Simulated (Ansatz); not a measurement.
`C/C(F)=C/N` and `N/C=C(\N)F` differ in one atom or group (the configuration at the double bond changes too).

Ansatz, PBE0-D4/def2-TZVP geometries, multiplicity 1. Each molecule was computed in one conformer, which needn't be the lowest.

```json
{"property": "HOMO energy (PBE/def2-TZVPP) / eV", "`C/C(F)=C/N`": "-4.56"}
{"property": "LUMO energy (B3LYP/def2-TZVPP) / eV", "`C/C(F)=C/N`": "0.73"}
{"property": "HOMO energy (PBE0/def2-TZVPP) / eV", "`C/C(F)=C/N`": "-5.76"}
{"property": "size of the dipole moment (ωB97M-V/def2-TZVPP) / D", "`C/C(F)=C/N`": "1.74"}
{"property": "HOMO–LUMO gap (PBE0/def2-TZVPP) / eV", "`C/C(F)=C/N`": "6.86"}
{"property": "HOMO energy (ωB97M-V/def2-TZVPP) / eV", "`C/C(F)=C/N`": "-7.97"}
```

Task: Give the same properties after the change, and the shifts. (An estimate is asked.)

Result: The calculation gave: 
| property | `N/C=C(\N)F` | shift |
| --- | --- | --- |
| HOMO energy (PBE/def2-TZVPP) / eV | -4.54 | 0.02 |
| LUMO energy (B3LYP/def2-TZVPP) / eV | 0.56 | -0.17 |
| HOMO energy (PBE0/def2-TZVPP) / eV | -5.77 | -0.01 |
| size of the dipole moment (ωB97M-V/def2-TZVPP) / D | 1.66 | -0.08 |
| HOMO–LUMO gap (PBE0/def2-TZVPP) / eV | 6.72 | -0.14 |
| HOMO energy (ωB97M-V/def2-TZVPP) / eV | -8.00 | -0.03 |

Dipoles are sizes alone; their direction can turn.

B3LYP here is the variant with VWN-RPA as its local correlation; programs differ in this.
